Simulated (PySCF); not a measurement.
Stretching ClF

Set-up: Cl cc-pV(T+d)Z, F cc-pVTZ; no relativity (PySCF 2.14). Energies in eV from Cl + F in their ground configurations at the same level. State: ¹Σ⁺ (singlet), closed shell.

Curves on a restricted Hartree–Fock reference rise too fast on stretching and do not dissociate correctly.

| R (Å) | RHF-CCSD | r²SCAN | BHandHLYP | M06 |
| --- | --- | --- | --- | --- |
| 1.395 |  | -1.370 | -0.902 | -1.512 |
| 1.460 | -1.659 | -2.065 | -1.545 | -2.168 |
| 1.525 | -2.040 | -2.460 | -1.887 | -2.524 |
| 1.573 | -2.180 | -2.612 | -1.999 | -2.648 |
| 1.622 | -2.226 | -2.671 | -2.016 | -2.680 |
| 1.671 | -2.200 | -2.657 | -1.961 | -2.641 |
| 1.736 | -2.083 | -2.553 | -1.804 | -2.509 |
| 1.817 | -1.847 | -2.330 | -1.512 | -2.257 |
| 1.914 | -1.492 | -1.979 | -1.080 | -1.882 |
| 2.044 |  | -1.451 | -0.447 | -1.334 |

Question: Put a parabola through the three lowest points of the RHF-CCSD curve and estimate Re, k and ωe (reduced mass 12.31 u; 1 eV/Å² = 0.16022 mdyn/Å; ωe = 1302.8·√(k/μ) cm⁻¹).

Answer: Through R = 1.573, 1.622, 1.671 Å the second-order coefficient is 15.0 eV/Å², so Re ≈ 1.629 Å, k ≈ 4.80 mdyn/Å and ωe ≈ 814 cm⁻¹. A polynomial fit of higher order to the unrounded RHF-CCSD energies gives Re = 1.627 Å, k = 4.72 mdyn/Å, ωe = 807 cm⁻¹; anharmonicity and rounding make the difference.

The higher-order fit for each curve: RHF-CCSD: Re = 1.627 Å, ωe = 807 cm⁻¹, De = 2.23 eV; r²SCAN: Re = 1.635 Å, ωe = 793 cm⁻¹, De = 2.67 eV; BHandHLYP: Re = 1.608 Å, ωe = 853 cm⁻¹, De = 2.02 eV; M06: Re = 1.617 Å, ωe = 819 cm⁻¹, De = 2.68 eV.

Correlated steps freeze 6 core orbitals. Where the molecule has an RHF reference, its open-shell atoms are computed with UHF.
